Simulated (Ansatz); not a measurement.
```xyz
7

C    -1.054    1.161   -1.167
C    -0.410    0.452   -0.445
C     0.343   -0.373    0.437
N     1.090   -1.300    0.046
Cl    0.105    0.058    2.129
H    -1.622    1.785   -1.816
H     1.547   -1.782    0.817
```

Total charge 0; spin multiplicity 1.

**Question.** List the ωB97M-V/def2-TZVPP orbital energies in eV (Ansatz 0.2.0). (Best estimate.)

**Answer.** Ansatz gave: Occupied: -2772.61, -395.22, -285.25, -282.35, -282.28, -262.98, -200.51, -200.30, -200.29, -29.72, -26.50, -24.75, -21.48, -17.94, -17.14, -16.25, -14.58, -12.37, -11.59, -11.24, -10.79, -10.66. Lowest empty: 0.39, 1.82, 3.06, 3.35, 3.78, 4.55, 4.60, 5.76.
